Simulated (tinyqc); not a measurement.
Inside a calculation (part 1 of 2). Method: UHF in the sto-3g basis, for LiH+, spin multiplicity 2. Computed by tinyqc, a small Python program that keeps every step (integrals from PySCF). Settings: charge = 1, multiplicity = 2, basis = sto-3g, energy threshold = 1e-08, iteration cap = 59, orthogonalisation = symmetric, start = highest core orbitals, DIIS depth = 6, damping = 0.2, method = UHF. Command: `OMP_NUM_THREADS=1 python tinyqc.py 23201 23202 out.jsonl` (the two numbers bound the seeds that draw the settings). One thread of a shared host (Intel(R) Xeon(R) Processor @ 2.60GHz), about 0.2 s of CPU time with the checks. Later iterations appear only in the table of the cycle.

## One-electron integrals

Geometry (angstrom):
```
atom         x         y         z
Li    0.000000  0.000000  0.000000
H     0.000000  0.000000  2.844000
```

Basis sto-3g: exponents (1/bohr^2) and contraction coefficients of normalised primitives:
```
element  l (shell)   exponent  coefficient
Li           s (1)  16.119575     0.154329
Li           s (1)   2.936201     0.535328
Li           s (1)   0.794651     0.444635
Li           s (2)   0.636290    -0.099967
Li           s (2)   0.147860     0.399513
Li           s (2)   0.048089     0.700115
Li           p (3)   0.636290     0.155916
Li           p (3)   0.147860     0.607684
Li           p (3)   0.048089     0.391957
H            s (1)   3.425251     0.154329
H            s (1)   0.623914     0.535328
H            s (1)   0.168855     0.444635
```

Overlap, kinetic and nuclear-attraction integrals over the contracted functions; the nuclear repulsion is the sum of Za Zb / Rab.

nuclear repulsion = 0.55820381 hartree

overlap S, lower triangle:
```
           1Li 1s    1Li 2s   1Li 2px   1Li 2py   1Li 2pz     2H 1s
1Li 1s   1.000000
1Li 2s   0.241137  1.000000
1Li 2px  0.000000  0.000000  1.000000
1Li 2py  0.000000  0.000000  0.000000  1.000000
1Li 2pz  0.000000  0.000000  0.000000  0.000000  1.000000
2H 1s    0.003129  0.143715  0.000000  0.000000  0.221422  1.000000
```

kinetic energy T (hartree), lower triangle:
```
            1Li 1s     1Li 2s   1Li 2px   1Li 2py   1Li 2pz     2H 1s
1Li 1s    3.576786
1Li 2s   -0.020237   0.102163
1Li 2px   0.000000   0.000000  0.319682
1Li 2py   0.000000   0.000000  0.000000  0.319682
1Li 2pz   0.000000   0.000000  0.000000  0.000000  0.319682
2H 1s    -0.002482  -0.000896  0.000000  0.000000  0.009312  0.760032
```

nuclear attraction V (hartree), lower triangle:
```
            1Li 1s     1Li 2s    1Li 2px    1Li 2py    1Li 2pz      2H 1s
1Li 1s   -8.168949
1Li 2s   -1.009211  -1.391246
1Li 2px   0.000000   0.000000  -1.368368
1Li 2py   0.000000   0.000000   0.000000  -1.368368
1Li 2pz  -0.005098  -0.059211   0.000000   0.000000  -1.407568
2H 1s    -0.011374  -0.191865   0.000000   0.000000  -0.297603  -1.784816
```

core Hamiltonian H = T + V (hartree), lower triangle:
```
            1Li 1s     1Li 2s    1Li 2px    1Li 2py    1Li 2pz      2H 1s
1Li 1s   -4.592163
1Li 2s   -1.029448  -1.289083
1Li 2px   0.000000   0.000000  -1.048686
1Li 2py   0.000000   0.000000   0.000000  -1.048686
1Li 2pz  -0.005098  -0.059211   0.000000   0.000000  -1.087886
2H 1s    -0.013856  -0.192761   0.000000   0.000000  -0.288291  -1.024785
```

## Two-electron integrals

Functions are numbered as in S; the eight-fold symmetry (ij|kl) = (ji|kl) = (kl|ij) leaves the list below.

Two-electron integrals (ij|kl) in chemists' order, unique and non-zero (hartree):
```
(11|11) 1.680395   (21|11) 0.265420   (21|21) 0.049941   (22|11) 0.397727
(22|21) 0.092860   (22|22) 0.290562   (31|31) 0.008981   (32|31) 0.013788
(32|32) 0.064184   (33|11) 0.396640   (33|21) 0.092880   (33|22) 0.290497
(33|33) 0.312946   (41|41) 0.008981   (42|41) 0.013788   (42|42) 0.064184
(43|43) 0.016869   (44|11) 0.396640   (44|21) 0.092880   (44|22) 0.290497
(44|33) 0.279207   (44|44) 0.312946   (51|51) 0.008981   (52|51) 0.013788
(52|52) 0.064184   (53|53) 0.016869   (54|54) 0.016869   (55|11) 0.396640
(55|21) 0.092880   (55|22) 0.290497   (55|33) 0.279207   (55|44) 0.279207
(55|55) 0.312946   (61|11) 0.003033   (61|21) 0.000592   (61|22) 0.001182
(61|33) 0.001161   (61|44) 0.001161   (61|51) 0.000097   (61|52) 0.000199
(61|55) 0.001226   (61|61) 0.000008   (62|11) 0.034011   (62|21) 0.008166
(62|22) 0.031220   (62|33) 0.029339   (62|44) 0.029339   (62|51) 0.001114
(62|52) 0.009832   (62|55) 0.034944   (62|61) 0.000127   (62|62) 0.008985
(63|31) 0.000283   (63|32) 0.001953   (63|53) 0.001035   (63|63) 0.000308
(64|41) 0.000283   (64|42) 0.001953   (64|54) 0.001035   (64|64) 0.000308
(65|11) 0.050989   (65|21) 0.012266   (65|22) 0.047414   (65|33) 0.044343
(65|44) 0.044343   (65|51) 0.001722   (65|52) 0.015376   (65|55) 0.053498
(65|61) 0.000193   (65|62) 0.014205   (65|65) 0.022494   (66|11) 0.186067
(66|21) 0.044867   (66|22) 0.183381   (66|33) 0.171046   (66|44) 0.171046
(66|51) 0.005096   (66|52) 0.057647   (66|55) 0.207709   (66|61) 0.000684
(66|62) 0.073494   (66|65) 0.117630   (66|66) 0.774606
```

## Orthogonalisation

S = U s U^T; symmetric (Loewdin) form X = U s^(-1/2) U^T, so that X^T S X = 1.

eigenvalues of S: 0.686824  0.828795  1.000000  1.000000  1.168118  1.316263

X, lower triangle:
```
            1Li 1s     1Li 2s   1Li 2px   1Li 2py    1Li 2pz     2H 1s
1Li 1s    1.023087
1Li 2s   -0.126772   1.031617
1Li 2px   0.000000   0.000000  1.000000
1Li 2py   0.000000   0.000000  0.000000  1.000000
1Li 2pz  -0.002376   0.013091  0.000000  0.000000   1.019390
2H 1s     0.012619  -0.077798  0.000000  0.000000  -0.115877  1.027853
```

## Starting guess

The start is the highest orbitals of the core Hamiltonian (a deliberately bad start); D(s) = C_occ C_occ^T for each spin.

D(alpha) at the start, lower triangle:
```
            1Li 1s     1Li 2s    1Li 2px   1Li 2py    1Li 2pz     2H 1s
1Li 1s    0.000502
1Li 2s   -0.002502   0.012455
1Li 2px   0.000000   0.000000   0.006602
1Li 2py   0.000000   0.000000  -0.080986  0.993398
1Li 2pz  -0.012763   0.063548   0.000000  0.000000   0.324227
2H 1s     0.021725  -0.108168   0.000000  0.000000  -0.551878  0.939372
```

D(beta) at the start, lower triangle:
```
            1Li 1s     1Li 2s   1Li 2px   1Li 2py    1Li 2pz     2H 1s
1Li 1s    0.000502
1Li 2s   -0.002502   0.012455
1Li 2px   0.000000   0.000000  0.000000
1Li 2py   0.000000   0.000000  0.000000  0.000000
1Li 2pz  -0.012763   0.063548  0.000000  0.000000   0.324227
2H 1s     0.021725  -0.108168  0.000000  0.000000  -0.551878  0.939372
```

## Iteration 1: building the Fock matrix

J_ij = sum D_kl (ij|kl) with D = D(alpha) + D(beta), K_ij = sum D_kl (ik|jl) for each spin; F = H + J - K(s); E = tr D H + tr D J / 2 - 0.5 sum_s tr D(s) K(s) + E_nn.

Coulomb J (hartree), lower triangle:
```
           1Li 1s    1Li 2s    1Li 2px   1Li 2py   1Li 2pz     2H 1s
1Li 1s   0.885345
1Li 2s   0.208924  0.712033
1Li 2px  0.000000  0.000000   0.678060
1Li 2py  0.000000  0.000000  -0.002732  0.711353
1Li 2pz  0.008345  0.085735   0.000000  0.000000  0.745967
2H 1s    0.002833  0.158014   0.000000  0.000000  0.249174  1.488314
```

exchange K(alpha) (hartree), lower triangle:
```
            1Li 1s    1Li 2s    1Li 2px   1Li 2py    1Li 2pz     2H 1s
1Li 1s    0.011937
1Li 2s    0.017564  0.079363
1Li 2px   0.000000  0.000000   0.023765
1Li 2py   0.000000  0.000000  -0.023978  0.315932
1Li 2pz  -0.000082  0.000850   0.000000  0.000000   0.077900
2H 1s    -0.002044  0.020338   0.000000  0.000000  -0.002544  0.591452
```

exchange K(beta) (hartree), lower triangle:
```
            1Li 1s    1Li 2s   1Li 2px   1Li 2py    1Li 2pz     2H 1s
1Li 1s    0.002955
1Li 2s    0.003776  0.015178
1Li 2px   0.000000  0.000000  0.004941
1Li 2py   0.000000  0.000000  0.000000  0.004941
1Li 2pz  -0.000082  0.000850  0.000000  0.000000   0.061031
2H 1s    -0.002327  0.018384  0.000000  0.000000  -0.003579  0.591144
```

F(alpha) (hartree), lower triangle:
```
            1Li 1s     1Li 2s    1Li 2px    1Li 2py    1Li 2pz      2H 1s
1Li 1s   -3.718755
1Li 2s   -0.838089  -0.656413
1Li 2px   0.000000   0.000000  -0.394391
1Li 2py   0.000000   0.000000   0.021246  -0.653265
1Li 2pz   0.003330   0.025675   0.000000   0.000000  -0.419819
2H 1s    -0.008979  -0.055085   0.000000   0.000000  -0.036573  -0.127923
```

F(beta) (hartree), lower triangle:
```
            1Li 1s     1Li 2s    1Li 2px    1Li 2py    1Li 2pz      2H 1s
1Li 1s   -3.709773
1Li 2s   -0.824300  -0.592228
1Li 2px   0.000000   0.000000  -0.375567
1Li 2py   0.000000   0.000000  -0.002732  -0.342274
1Li 2pz   0.003330   0.025675   0.000000   0.000000  -0.402950
2H 1s    -0.008696  -0.053131   0.000000   0.000000  -0.035538  -0.127615
```

total energy of this density = -1.47491196 hartree

This density is the starting one.

## Iteration 1: diagonalisation and new density

Diagonalise F' = X^T F X, C = X C', fill 2 alpha and 1 beta electrons from the bottom; D(s) = C_occ C_occ^T; the new density keeps 0.2 of the old one (damping). Each column has its largest component positive (the first on a tie).

F' = X^T F X (alpha) (hartree), lower triangle:
```
           1          2          3          4          5          6
1  -3.685673
2  -0.330320  -0.530555
3   0.000000   0.000000  -0.394391
4   0.000000   0.000000   0.021246  -0.653265
5  -0.000223   0.022742   0.000000   0.000000  -0.428584
6   0.009705  -0.011110   0.000000   0.000000   0.023268  -0.125963
```

orbital energies (alpha) (hartree): MO1 -3.719906, MO2 -0.654997, MO3 -0.504109, MO4 -0.422883, MO5 -0.392659, MO6 -0.123878

coefficients C (alpha):
```
               MO1        MO2        MO3        MO4       MO5        MO6
1Li 1s    1.004553   0.000000  -0.219235  -0.072804  0.000000   0.021241
1Li 2s   -0.019649   0.000000   0.982083   0.332465  0.000000  -0.105469
1Li 2px   0.000000  -0.081255   0.000000   0.000000  0.996693   0.000000
1Li 2py   0.000000   0.996693   0.000000   0.000000  0.081255   0.000000
1Li 2pz  -0.001381   0.000000  -0.299476   0.980531  0.000000  -0.040371
2H 1s     0.002181   0.000000   0.010103  -0.197995  0.000000   1.018240
```

F' = X^T F X (beta) (hartree), lower triangle:
```
           1          2          3          4          5          6
1  -3.678816
2  -0.325084  -0.466016
3   0.000000   0.000000  -0.375567
4   0.000000   0.000000  -0.002732  -0.342274
5  -0.000195   0.023467   0.000000   0.000000  -0.411291
6   0.009381  -0.013941   0.000000   0.000000   0.022319  -0.125600
```

orbital energies (beta) (hartree): MO1 -3.711398, MO2 -0.450090, MO3 -0.396930, MO4 -0.375790, MO5 -0.342052, MO6 -0.123304

coefficients C (beta):
```
               MO1        MO2        MO3       MO4        MO5        MO6
1Li 1s    1.005329  -0.188245  -0.127404  0.000000   0.000000   0.024243
1Li 2s   -0.023161   0.853941   0.585079  0.000000   0.000000  -0.120251
1Li 2px   0.000000   0.000000   0.000000  0.996693  -0.081255   0.000000
1Li 2py   0.000000   0.000000   0.000000  0.081255   0.996693   0.000000
1Li 2pz  -0.001451  -0.554332   0.862446  0.000000   0.000000  -0.040758
2H 1s     0.002603   0.075377  -0.179675  0.000000   0.000000   1.018896
```

D(alpha) after iteration 1, lower triangle:
```
            1Li 1s     1Li 2s    1Li 2px   1Li 2py    1Li 2pz     2H 1s
1Li 1s    0.807402
1Li 2s   -0.016291   0.002800
1Li 2px   0.000000   0.000000   0.006602
1Li 2py   0.000000   0.000000  -0.080986  0.993398
1Li 2pz  -0.003662   0.012731   0.000000  0.000000   0.064847
2H 1s     0.006098  -0.021668   0.000000  0.000000  -0.110378  0.187878
```

D(beta) after iteration 1, lower triangle:
```
            1Li 1s     1Li 2s   1Li 2px   1Li 2py    1Li 2pz     2H 1s
1Li 1s    0.808650
1Li 2s   -0.019128   0.002920
1Li 2px   0.000000   0.000000  0.000000
1Li 2py   0.000000   0.000000  0.000000  0.000000
1Li 2pz  -0.003719   0.012737  0.000000  0.000000   0.064847
2H 1s     0.006439  -0.021682  0.000000  0.000000  -0.110379  0.187880
```

## Iteration 2: building the Fock matrix

As before.

Coulomb J (hartree), lower triangle:
```
           1Li 1s    1Li 2s    1Li 2px   1Li 2py   1Li 2pz     2H 1s
1Li 1s   3.191691
1Li 2s   0.541603  1.011300
1Li 2px  0.000000  0.000000   0.993893
1Li 2py  0.000000  0.000000  -0.002732  1.027186
1Li 2pz  0.001630  0.017091   0.000000  0.000000  1.007296
2H 1s    0.006356  0.109488   0.000000  0.000000  0.166883  0.732185
```

exchange K(alpha) (hartree), lower triangle:
```
            1Li 1s    1Li 2s    1Li 2px   1Li 2py   1Li 2pz     2H 1s
1Li 1s    1.357801
1Li 2s    0.221838  0.104721
1Li 2px   0.000000  0.000000   0.026648
1Li 2py   0.000000  0.000000  -0.023978  0.318815
1Li 2pz  -0.000375  0.000081   0.000000  0.000000  0.035916
2H 1s     0.001991  0.006030   0.000000  0.000000  0.000384  0.118542
```

exchange K(beta) (hartree), lower triangle:
```
            1Li 1s    1Li 2s   1Li 2px   1Li 2py    1Li 2pz     2H 1s
1Li 1s    1.349419
1Li 2s    0.207134  0.040112
1Li 2px   0.000000  0.000000  0.007765
1Li 2py   0.000000  0.000000  0.000000  0.007765
1Li 2pz  -0.000381  0.000080  0.000000  0.000000   0.018988
2H 1s     0.001674  0.004067  0.000000  0.000000  -0.000652  0.118234
```

F(alpha) (hartree), lower triangle:
```
            1Li 1s     1Li 2s    1Li 2px    1Li 2py    1Li 2pz      2H 1s
1Li 1s   -2.758273
1Li 2s   -0.709683  -0.382504
1Li 2px   0.000000   0.000000  -0.081441
1Li 2py   0.000000   0.000000   0.021246  -0.340315
1Li 2pz  -0.003092  -0.042201   0.000000   0.000000  -0.116505
2H 1s    -0.009491  -0.089303   0.000000   0.000000  -0.121792  -0.411142
```

F(beta) (hartree), lower triangle:
```
            1Li 1s     1Li 2s    1Li 2px    1Li 2py    1Li 2pz      2H 1s
1Li 1s   -2.749891
1Li 2s   -0.694979  -0.317895
1Li 2px   0.000000   0.000000  -0.062558
1Li 2py   0.000000   0.000000  -0.002732  -0.029265
1Li 2pz  -0.003087  -0.042200   0.000000   0.000000  -0.099578
2H 1s    -0.009174  -0.087340   0.000000   0.000000  -0.120755  -0.410834
```

total energy of this density = -6.26400285 hartree

This density is a damped mixture and is not idempotent.

## Iteration 2: DIIS over 2 matrices

error matrix X^T (FDS - SDF) X (alpha):
```
           1          2         3         4         5          6
1   0.000000   0.075420  0.000000  0.000000  0.003683  -0.001817
2  -0.075420   0.000000  0.000000  0.000000  0.001721  -0.004934
3   0.000000   0.000000  0.000000  0.000000  0.000000   0.000000
4   0.000000   0.000000  0.000000  0.000000  0.000000   0.000000
5  -0.003683  -0.001721  0.000000  0.000000  0.000000  -0.031269
6   0.001817   0.004934  0.000000  0.000000  0.031269   0.000000
```

B (overlaps of the stored error matrices):
```
                1               2
1   7.0835427e-02  -1.6627986e-02
2  -1.6627986e-02   2.6256939e-02
```

Minimise |sum c_i e_i|^2 with sum c_i = 1: solve [B -1; -1 0][c; lambda] = [0; -1] with B_ij = tr e_i^T e_j summed over both spins, and take F = sum c_i F_i.

DIIS coefficients: 0.329002  0.670998

extrapolated F(alpha) (hartree), lower triangle:
```
            1Li 1s     1Li 2s    1Li 2px    1Li 2py    1Li 2pz      2H 1s
1Li 1s   -3.074274
1Li 2s   -0.751929  -0.472621
1Li 2px   0.000000   0.000000  -0.184402
1Li 2py   0.000000   0.000000   0.021246  -0.443276
1Li 2pz  -0.000979  -0.019870   0.000000   0.000000  -0.216296
2H 1s    -0.009322  -0.078045   0.000000   0.000000  -0.093754  -0.317962
```

extrapolated F(beta) (hartree), lower triangle:
```
            1Li 1s     1Li 2s    1Li 2px    1Li 2py    1Li 2pz      2H 1s
1Li 1s   -3.065695
1Li 2s   -0.737526  -0.408152
1Li 2px   0.000000   0.000000  -0.165539
1Li 2py   0.000000   0.000000  -0.002732  -0.132246
1Li 2pz  -0.000976  -0.019869   0.000000   0.000000  -0.199388
2H 1s    -0.009016  -0.076085   0.000000   0.000000  -0.092718  -0.317654
```

## Iteration 2: diagonalisation and new density

As before.

F' = X^T F X (alpha) (hartree), lower triangle:
```
           1          2          3          4          5          6
1  -3.030454
2  -0.345832  -0.345673
3   0.000000   0.000000  -0.184402
4   0.000000   0.000000   0.021246  -0.443276
5  -0.000789  -0.013895   0.000000   0.000000  -0.207231
6   0.013144  -0.030331   0.000000   0.000000  -0.035887  -0.306482
```

orbital energies (alpha) (hartree): MO1 -3.074319, MO2 -0.445008, MO3 -0.345344, MO4 -0.274680, MO5 -0.195496, MO6 -0.182670

coefficients C (alpha):
```
               MO1        MO2        MO3        MO4        MO5       MO6
1Li 1s    0.998986   0.000000  -0.146960  -0.208258   0.000690  0.000000
1Li 2s    0.004181   0.000000   0.591086   0.858562   0.000916  0.000000
1Li 2px   0.000000  -0.081255   0.000000   0.000000   0.000000  0.996693
1Li 2py   0.000000   0.996693   0.000000   0.000000   0.000000  0.081255
1Li 2pz   0.000530   0.000000   0.181491  -0.083900   1.006370  0.000000
2H 1s    -0.000773   0.000000   0.683731  -0.660523  -0.415141  0.000000
```

F' = X^T F X (beta) (hartree), lower triangle:
```
           1          2          3          4          5          6
1  -3.024173
2  -0.339924  -0.280997
3   0.000000   0.000000  -0.165539
4   0.000000   0.000000  -0.002732  -0.132246
5  -0.000751  -0.013168   0.000000   0.000000  -0.189897
6   0.012790  -0.033166   0.000000   0.000000  -0.036839  -0.306118
```

orbital energies (beta) (hartree): MO1 -3.065696, MO2 -0.331463, MO3 -0.224990, MO4 -0.179035, MO5 -0.165761, MO6 -0.132023

coefficients C (beta):
```
               MO1        MO2        MO3        MO4       MO5        MO6
1Li 1s    1.000149  -0.079492  -0.237229   0.006845  0.000000   0.000000
1Li 2s   -0.000618   0.319896   0.991744  -0.025269  0.000000   0.000000
1Li 2px   0.000000   0.000000   0.000000   0.000000  0.996693  -0.081255
1Li 2py   0.000000   0.000000   0.000000   0.000000  0.081255   0.996693
1Li 2pz   0.000379   0.172584   0.006570   1.011401  0.000000   0.000000
2H 1s    -0.000209   0.854609  -0.450006  -0.378496  0.000000   0.000000
```

D(alpha) after iteration 2, lower triangle:
```
            1Li 1s     1Li 2s    1Li 2px   1Li 2py    1Li 2pz     2H 1s
1Li 1s    0.959859
1Li 2s    0.000083   0.000574
1Li 2px   0.000000   0.000000   0.006602
1Li 2py   0.000000   0.000000  -0.080986  0.993398
1Li 2pz  -0.000309   0.002548   0.000000  0.000000   0.012970
2H 1s     0.000602  -0.004336   0.000000  0.000000  -0.022076  0.037576
```

D(beta) after iteration 2, lower triangle:
```
            1Li 1s     1Li 2s   1Li 2px   1Li 2py    1Li 2pz     2H 1s
1Li 1s    0.961969
1Li 2s   -0.004320   0.000584
1Li 2px   0.000000   0.000000  0.000000
1Li 2py   0.000000   0.000000  0.000000  0.000000
1Li 2pz  -0.000441   0.002547  0.000000  0.000000   0.012970
2H 1s     0.001120  -0.004336  0.000000  0.000000  -0.022076  0.037576
```

## Iteration 3: building the Fock matrix

As before.

Coulomb J (hartree), lower triangle:
```
           1Li 1s    1Li 2s    1Li 2px   1Li 2py   1Li 2pz     2H 1s
1Li 1s   3.643472
1Li 2s   0.607215  1.071002
1Li 2px  0.000000  0.000000   1.056929
1Li 2py  0.000000  0.000000  -0.002732  1.090222
1Li 2pz  0.000339  0.003438   0.000000  0.000000  1.059431
2H 1s    0.007052  0.099788   0.000000  0.000000  0.150435  0.580989
```

exchange K(alpha) (hartree), lower triangle:
```
           1Li 1s    1Li 2s    1Li 2px   1Li 2py   1Li 2pz     2H 1s
1Li 1s   1.622107
1Li 2s   0.268780  0.112778
1Li 2px  0.000000  0.000000   0.027652
1Li 2py  0.000000  0.000000  -0.023978  0.319819
1Li 2pz  0.000065  0.000054   0.000000  0.000000  0.027940
2H 1s    0.003068  0.003250   0.000000  0.000000  0.000984  0.023962
```

exchange K(beta) (hartree), lower triangle:
```
           1Li 1s    1Li 2s   1Li 2px   1Li 2py    1Li 2pz     2H 1s
1Li 1s   1.614338
1Li 2s   0.253599  0.047893
1Li 2px  0.000000  0.000000  0.008726
1Li 2py  0.000000  0.000000  0.000000  0.008726
1Li 2pz  0.000038  0.000046  0.000000  0.000000   0.010971
2H 1s    0.002729  0.001278  0.000000  0.000000  -0.000054  0.023653
```

F(alpha) (hartree), lower triangle:
```
            1Li 1s     1Li 2s    1Li 2px    1Li 2py    1Li 2pz      2H 1s
1Li 1s   -2.570799
1Li 2s   -0.691013  -0.330859
1Li 2px   0.000000   0.000000  -0.019409
1Li 2py   0.000000   0.000000   0.021246  -0.278283
1Li 2pz  -0.004824  -0.055827   0.000000   0.000000  -0.056395
2H 1s    -0.009872  -0.096223   0.000000   0.000000  -0.138840  -0.467758
```

F(beta) (hartree), lower triangle:
```
            1Li 1s     1Li 2s    1Li 2px   1Li 2py    1Li 2pz      2H 1s
1Li 1s   -2.563030
1Li 2s   -0.675832  -0.265974
1Li 2px   0.000000   0.000000  -0.000484
1Li 2py   0.000000   0.000000  -0.002732  0.032809
1Li 2pz  -0.004797  -0.055819   0.000000  0.000000  -0.039425
2H 1s    -0.009533  -0.094251   0.000000  0.000000  -0.137802  -0.467449
```

total energy of this density = -7.02919032 hartree

This density is a damped mixture and is not idempotent.
